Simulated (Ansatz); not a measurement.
`C=C(F)F` and `C=CC(=C)F` differ in one atom or group.

Ansatz, PBE0-D4/def2-TZVP geometries, multiplicity 1. Each molecule was computed in one conformer, which needn't be the lowest.

| property | `C=C(F)F` |
| --- | --- |
| size of the dipole moment (ωB97M-V/def2-TZVPP) / D | 1.14 |
| HOMO–LUMO gap (B3LYP/def2-TZVPP) / eV | 7.76 |
| LUMO energy (B3LYP/def2-TZVPP) / eV | 0.21 |
| HOMO energy (ωB97M-V/def2-TZVPP) / eV | -10.06 |
| HOMO energy (PBE0/def2-TZVPP) / eV | -7.77 |
| HOMO energy (B3LYP/def2-TZVPP) / eV | -7.56 |

Question: Give the same properties after the change, and the shifts. (Best estimate.)

Answer: The calculation gave: 
| property | `C=CC(=C)F` | shift |
| --- | --- | --- |
| size of the dipole moment (ωB97M-V/def2-TZVPP) / D | 1.35 | 0.21 |
| HOMO–LUMO gap (B3LYP/def2-TZVPP) / eV | 5.51 | -2.25 |
| LUMO energy (B3LYP/def2-TZVPP) / eV | -1.30 | -1.51 |
| HOMO energy (ωB97M-V/def2-TZVPP) / eV | -9.12 | 0.94 |
| HOMO energy (PBE0/def2-TZVPP) / eV | -7.01 | 0.76 |
| HOMO energy (B3LYP/def2-TZVPP) / eV | -6.80 | 0.76 |

With PBE0 the HOMO rises by 0.76 eV and the LUMO falls by 1.60 eV, so the gap narrows by about 2.36 eV. PBE moves the HOMO by 0.48 eV and ωB97M-V by 0.94 eV. The zero-point energy changes by 107.4 kJ/mol with +12 modes. Dipoles are sizes alone; their direction can turn.

B3LYP here is the variant with VWN-RPA as its local correlation; programs differ in this.
